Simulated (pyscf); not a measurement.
Single points on ωB97X-D3(BJ)/def2-SVP structures (PySCF, gas phase). Correlated levels are frozen-core, on RHF or UHF. ΔMP2 is the change of the MP2 total energy from the triple- to the quadruple-zeta basis.

Task: Estimate the classical barrier height and the reaction energy of H₃Si–P=PH (SMILES [SiH3]P=P) -> P≡P (SMILES P#P) + SiH₄ (SMILES [SiH4]) at CCSD(T)/def2-TZVPP + ΔMP2(QZVPP). The step runs on the singlet surface, breaks P–Si, H–P and forms H–Si; take the reactant's lowest minimum found as zero.

Result: ΔE‡ = 49.3 kcal/mol, ΔE = +5.9 kcal/mol. Zero-point energy shifts the barrier by -1.1 kcal/mol. It is an elimination, with an imaginary mode of 881i cm⁻¹. H₃Si–P=PH lies 14.5 kcal/mol over its isomer cyclic H₄P₂Si (SMILES [SiH2]1PP1), and others may lie lower still (electronic energy, ωB97M-D3(BJ)). This is the saddle that the search found; another between the same sides may lie lower. The CCSD(T) − MP2 part came from Ansatz, without density fitting, on the same reference.
